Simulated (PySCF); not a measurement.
1,1-difluoro-2-methylpropane, C₄H₈F₂.
SMILES with atom numbers: `[CH3:1][CH:2]([CH3:3])[CH:4]([F:5])[F:6]` (hydrogens: H7, H8, H9 on C1; H10 on C2; H11, H12, H13 on C3; H14 on C4)

Computed by this run: PBE0-D3(BJ)/def2-SVP geometry optimisation, gas phase (PySCF 2.14.0); density fitting, grid level 1; the optimiser is geomeTRIC in internal coordinates, started from a GFN2-xTB structure with every atom displaced at random (about 0.01 Å).

Step 0: E = -9695.2447 eV
```
atom  x, y, z in Å  |  force x, y, z in eV/Å
C1      1.4557    0.1323    0.2009   -1.679   1.426  -0.211
C2      0.0532   -0.1838   -0.3933    0.515   0.618   1.139
C3     -0.6769   -1.2621    0.4133    1.064   0.779   0.028
C4     -0.7756    1.0928   -0.4470   -1.967  -0.856  -0.409
F5     -0.9166    1.6510    0.7691    0.290   0.084   0.561
F6     -0.2615    2.0234   -1.2556    0.546   0.230  -0.362
H7      2.0689   -0.7336    0.1868    0.869  -1.103   0.053
H8      1.9261    0.9391   -0.3934    0.021  -0.224   0.185
H9      1.3211    0.5022    1.2401    0.211  -0.190  -0.315
H10     0.1730   -0.5159   -1.4172    0.028  -0.170  -0.679
H11    -1.6259   -1.5090   -0.0148   -0.941  -0.365  -0.510
H12    -0.0454   -2.1498    0.4692    0.013  -0.330   0.030
H13    -0.8571   -0.9024    1.4272   -0.017   0.064   0.355
H14    -1.8450    0.8872   -0.8000    1.049   0.038   0.135
```

Step 1: E = -9695.3251 eV
```
atom  x, y, z in Å  |  force x, y, z in eV/Å
C1      1.4599    0.1726    0.2013   -0.003  -0.436  -0.100
C2      0.0810   -0.1434   -0.3534   -0.242   0.034  -0.251
C3     -0.6527   -1.2225    0.4255   -0.230  -0.073  -0.030
C4     -0.8329    1.0633   -0.4461    0.768  -0.196  -0.048
F5     -1.0425    1.5952    0.7829   -0.132   0.067  -0.198
F6     -0.2578    2.0177   -1.2240   -0.299  -0.013   0.167
H7      2.0290   -0.7798    0.1971    0.091   0.401   0.093
H8      1.9854    0.9159   -0.4158   -0.001  -0.042   0.032
H9      1.4008    0.5454    1.2341    0.002  -0.002   0.016
H10     0.1888   -0.4725   -1.4075    0.029  -0.016   0.155
H11    -1.6741   -1.3490    0.0138    0.199  -0.155   0.133
H12    -0.1381   -2.1954    0.3887   -0.001   0.076  -0.029
H13    -0.7595   -0.9262    1.4800    0.004  -0.029   0.024
H14    -1.7933    0.7503   -0.8911   -0.186   0.386   0.038
```

Task: Estimate the geometry and energy of step 2. (The exact step hangs on the optimiser's Hessian estimate; all steps are aligned on step 1, rigid shifts and turns removed.)

Result: E = -9695.3731 eV, largest force 0.210 eV/Å
```
atom  x, y, z in Å  |  force x, y, z in eV/Å
C1      1.4395    0.1618    0.1964   -0.009  -0.093  -0.004
C2      0.0615   -0.1616   -0.3645   -0.122   0.046  -0.060
C3     -0.6551   -1.2509    0.4294   -0.084   0.123  -0.019
C4     -0.8126    1.0787   -0.4572   -0.035   0.059  -0.062
F5     -1.0192    1.6263    0.7627    0.038  -0.056   0.199
F6     -0.2320    2.0357   -1.2203    0.119  -0.094  -0.046
H7      2.0575   -0.7495    0.2228    0.002   0.058   0.001
H8      1.9545    0.9107   -0.4201    0.007   0.032   0.006
H9      1.3628    0.5492    1.2232   -0.007   0.022   0.005
H10     0.1761   -0.5002   -1.4106   -0.012  -0.010   0.030
H11    -1.6710   -1.4331    0.0417    0.036  -0.022  -0.014
H12    -0.1071   -2.2028    0.3888    0.049   0.017  -0.010
H13    -0.7551   -0.9579    1.4859    0.014   0.001  -0.001
H14    -1.8056    0.8653   -0.8929    0.003  -0.082  -0.024
```

The energy changes by -0.0480 eV. The first-order estimate −F·Δx gives -0.1045 eV and the mean of the old and new forces, exact on a quadratic surface, -0.0487 eV. The step makes an angle of 64° with the force vector and moves no atom by more than 0.116 Å.

The cost below is that of the whole optimisation. On Arm Neoverse V2, one thread, shared host with 96 logical CPUs at a one-minute load of 37, this took 45 s of wall time and 0.50 GiB of memory at its peak.
